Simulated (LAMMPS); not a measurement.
**bcc Mo**

Computed with the machine-learned potential SNAP Mo_Chen_PRM2017.snap (LAMMPS).

Cell (relaxed at this level):

```cif
data_Mo2
_chemical_formula_sum 'Mo2'
_space_group_name_H-M_alt 'Im-3m'
_space_group_IT_number 229
_space_group_name_Hall '-I 4 2 3'
_cell_length_a 3.15999
_cell_length_b 3.15999
_cell_length_c 3.15999
_cell_angle_alpha 90.000
_cell_angle_beta 90.000
_cell_angle_gamma 90.000
loop_
_atom_site_label
_atom_site_type_symbol
_atom_site_symmetry_multiplicity
_atom_site_Wyckoff_symbol
_atom_site_fract_x
_atom_site_fract_y
_atom_site_fract_z
_atom_site_occupancy
Mo1 Mo 2 a 0.00000 0.00000 0.00000 1
```
(The calculation used a cell of 1 atom; values per cell refer to that cell.)

| Item | Result |
|---|---|
| vacancy formation energy | 2.56 eV |

Measured, for comparison: vacancy formation energy 3.12 ± 0.1 eV (midpoint of the printed range, monovacancy, our sources range from 3.12 to 3.60; as tabulated in Byggmästar et al. (2020), arXiv:2006.14365). Computed (rounded) less measured: vacancy formation energy not scored (sources differ).

A machine-learned potential is trained on density-functional data: it inherits that level's misses and adds fitting errors of its own.
